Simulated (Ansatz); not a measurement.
in.yaml

```yaml
crystal:
  periodic: [false, false, false]
  atoms:
    - {symbol: Si, position_ang: [0.000000, 0.023192, 0.506608]}
    - {symbol: C, position_ang: [0.000000, -0.106828, -1.029900]}
    - {symbol: H, position_ang: [0.000000, 0.626744, -1.843877]}
basis:
  gaussian: {orbitals: 6-31G}
magnetization: {spin_polarized: false, initial_magnetization: 3}
correlation: {method: fic_mrcisd_q, electrons: outside_noble_gas, active_space: {window: {electrons: 5, orbitals: 5}}}
```

```sh
$ ansatz run in.yaml --threads 1 --pin off --events-out ev --progress --plain --max-ram 2560MiB --backend cpu
```

(1) Roughly how long does this take on 1 thread of AMD EPYC 7R13, shared host, and how much host memory?

```
299 factors; integrals over basis functions are off by at most 2.6e-4 eV
mean field evaluation 1: about -8898.6807 eV, gradient 1.0e1 eV
mean field evaluation 2: about -8898.6842 eV, gradient 1.0e1 eV
mean field evaluation 4: about -8899.8673 eV, gradient 2.3e0 eV
mean field evaluation 8: about -8900.2025 eV, gradient 3.0e-1 eV
mean field evaluation 16: about -8899.2508 eV, gradient 4.8e0 eV
mean field evaluation 32: about -8898.6256 eV, gradient 8.5e0 eV
mean field evaluation 64: about -8899.6803 eV, gradient 1.5e0 eV
mean field evaluation 96: about -8899.1257 eV, gradient 6.8e-1 eV
mean field -8900.20849956 eV, -327.0766295808 hartree, gradient 1.2e-6 eV, S^2 3.750000; 12 other end points of the search recorded, 0 dependent functions left out
reference -8900.20849956 eV, -327.0766295808 hartree; 12, 9 occupied and 12, 15 virtual orbitals, 299 factors
state -8900.67426692 eV, -327.0937462156 hartree
contracted CI cycle   1: correlation 0.00000000 eV, 0.0000000000 hartree, residual 1.15e1 eV
contracted CI cycle   2: correlation -2.30248780 eV, -0.0846148660 hartree, residual 2.13e0 eV
contracted CI cycle   3: correlation -2.40982118 eV, -0.0885592948 hartree, residual 5.72e-1 eV
contracted CI cycle   4: correlation -2.41854029 eV, -0.0888797165 hartree, residual 1.44e-1 eV
contracted CI cycle   5: correlation -2.41916790 eV, -0.0889027806 hartree, residual 4.69e-2 eV
contracted CI cycle   6: correlation -2.41923367 eV, -0.0889051976 hartree, residual 1.69e-2 eV
contracted CI cycle   7: correlation -2.41924278 eV, -0.0889055322 hartree, residual 5.74e-3 eV
contracted CI cycle   8: correlation -2.41924370 eV, -0.0889055661 hartree, residual 1.62e-3 eV
contracted CI cycle   9: correlation -2.41924377 eV, -0.0889055687 hartree, residual 4.77e-4 eV
state -8900.67426692 eV, -327.0937462156 hartree; corrected -8903.23194726 eV, -327.1877392346 hartree
Total energy: -8903.23194726 eV, -327.1877392346 hartree
```

Natural occupations: 1.5289 1.2962 1.0103 0.6935 0.4711.

For the same geometry and basis full CI lies 63.2 meV lower.

## Answers

(1) 1.1 s wall and 0.11 GiB.
